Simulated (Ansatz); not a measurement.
A made-up structure of C₂H₃O, doublet:

| atom | x (Å) | y (Å) | z (Å) |
| --- | --- | --- | --- |
| C1 | -0.1506 | 0.3609 | -0.2462 |
| C2 | -0.0953 | -0.9378 | 0.4969 |
| O3 | 0.8118 | -1.4398 | 1.0509 |
| H4 | -0.9297 | 0.9838 | 0.1969 |
| H5 | 0.8141 | 0.8757 | -0.2224 |
| H6 | 1.6112 | -1.3859 | 1.5977 |

It is relaxed with PBE-D4/def2-SVP and then PBE0-D4/def2-TZVP (Ansatz 0.2.0). Atoms count as bonded within 1.22 times the sum of their covalent radii (H–H: 0.88 Å). The end point is not checked to be a true minimum.

**Question.** Does its bonding change? (Judge from chemistry; the calculation decides.)

**Answer.** The calculation gives: No: no bond forms or breaks.

Where it ends: The first stage lowers the energy by 2.21 eV in 9 steps. It ends as C₂H₃O ([CH2][C][OH]):
| atom | x (Å) | y (Å) | z (Å) |
| --- | --- | --- | --- |
| C1 | -0.0808 | 0.3936 | 0.0930 |
| C2 | -0.0894 | -0.8051 | 0.6300 |
| O3 | 0.8331 | -1.6789 | 0.9834 |
| H4 | -1.0037 | 0.9377 | -0.0536 |
| H5 | 0.8478 | 0.8568 | -0.2411 |
| H6 | 1.5545 | -1.2472 | 1.4620 |

Labels in which every atom is bracketed show which atoms are joined, not bond orders.

For scale, one of the runs: PBE0-D4/def2-TZVP relaxation, 111 basis functions, launched by `ansatz run in.yaml --threads 2 --pin off --events-out ev --progress --plain --max-ram 4352MiB`. Hardware: 2 CPU threads of an Arm Neoverse V2, shared host. Wall time about 21 s.
